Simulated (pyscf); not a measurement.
Elementary routes open to HO–GeH: [singlet] + hydrogen (H₂) in the gas phase (singlet surface):
A. germylene (GeH₂) [singlet] + water (H₂O) (Ge–O, H–H broken; Ge–H, H–O formed)
B. HO–GeH₃ (H–H broken; Ge–H, Ge–H formed)

Optimised with ωB97X-D3(BJ)/def2-SVP in PySCF.

Task: Rank the routes by free-energy barrier at 900 K, lowest first, for ωB97M-D3(BJ)/def2-TZVP energies (ideal gas, 1 atm, RRHO with modes under 100 cm⁻¹ raised to 100, one conformer, R ln 2 for chiral ones without a mode under 150 cm⁻¹).

Result: A (2.28 eV), B (2.59 eV)

Route A is the fastest of these, ahead of the next by 0.31 eV. The most stable products are those of B (ΔG = +0.12 eV), whose barrier is 0.31 eV higher: the kinetic and the thermodynamic product differ. At 298 K A is still the fastest. A: On the product side the descent ends in an adduct with a Ge–O contact, 0.72 eV under the separated species and 1.03 eV under the saddle at ωB97X-D3(BJ)/def2-TZVP. Only these routes are compared; each barrier is that of the saddle found, and lower ones may exist. Elements up to Kr have no core potential and no relativistic terms here.
